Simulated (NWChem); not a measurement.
Correlation energy of HO

SMILES: [OH]
```xyz
2

O      0.0000     0.0000     0.1085
H      0.0000     0.0000    -0.8679
```
Charge 0, spin multiplicity 2.

Everything below was run with NWChem. All single points use one geometry, from UPBE0/def2-SVP, a minimum by its harmonic frequencies.

Basis set: cc-pVTZ. Each correlation energy counts from its own Hartree-Fock reference.

The correlated methods keep 1 core orbital frozen. The structure started from a generated list of species. The unpaired electrons of the parent sit in orbitals of symmetry b1 (C2v labels of the run); other states weren't searched. The stability of the SCF solutions was not checked. Open-shell Hartree-Fock references start from PBE0 orbitals. Coupled-cluster values serve here as a point of comparison, not as the truth.

| method | correlation energy (mHa) |
|---|---|
| CCSD(T) on UHF | -218.7 |
| CCSD on UHF | ? |
| SCS-UMP2 | -199.2 |
| CCSD[T] on UHF | -218.8 |
| UMP2 | -199.9 |
| CCSD on ROHF | ? |
| CCSD(T) on ROHF | -223.6 |
| URI-MP2 | -199.8 |
| CCSD[T] on ROHF | -223.7 |

Question: Complete the blanks.

Answer: 
- CCSD on UHF, correlation energy (mHa): -213.6
- CCSD on ROHF, correlation energy (mHa): -218.3
